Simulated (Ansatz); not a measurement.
**CH3AlO, singlet: from triple and quadruple zeta to the limit**

```tsv
atom	x (Å)	y (Å)	z (Å)
C	-0.4126	0.4983	-0.3154
Al	0.6980	-0.8430	0.5336
O	1.6173	-1.9531	1.2363
H	0.0681	1.4873	-0.2640
H	-1.3915	0.5622	0.1840
H	-0.5793	0.2483	-1.3745
```

Connectivity, by distances: CH3–Al–O.

Ansatz 0.2.0, RHF determinant, valence electrons correlated. Energies in eV.

```
       set  X  functions  Hartree–Fock  MP2 correlation  CCSD(T) correlation                                                                                                   time
def2-TZVPP  3        146    -9698.9776         -13.7053             -14.5689      1.4 s on 1 × NVIDIA H100 80GB HBM3 with 1 thread of AMD EPYC 7R13 Processor (Zen 3) (shared host)
def2-QZVPP  4        274    -9699.3209         -14.6829             -15.4521  2.7 s on 1 × NVIDIA H100 80GB HBM3 with 1 thread of AMD EPYC 7R13 Processor (Zen 3), on a shared host
```

Hartree–Fock is taken to follow E(X) = E∞ + A·exp(−7.88·√X), correlation E(X) = E∞ + B·X^−2.97.

Cautions: higher spins were not checked; raised T1 diagnostic.

**Question.** Work out the CCSD(T) energy at the limit, and how far the shortcut misses it that extrapolates MP2 and adds CCSD(T) minus MP2 from the smaller set.

**Answer.** Hartree–Fock: E∞ = E4 + 0.1377·(E4 − E3) = -9699.3682. Correlation: E∞ = E4 + 0.7407·(E4 − E3) = -16.1063 for CCSD(T) and -15.4070 for MP2. The limit is -9715.4745 eV, 0.702 eV below def2-QZVPP. The shortcut gives a correlation energy of -15.4070 + (-0.8635) = -16.2705, 164 meV lower than the direct value.

Past Ne part of the Hartree–Fock step between the two sets comes from the cores, which don't follow the formula, so the 47 meV that it adds to the total can overshoot; that part largely cancels in differences.
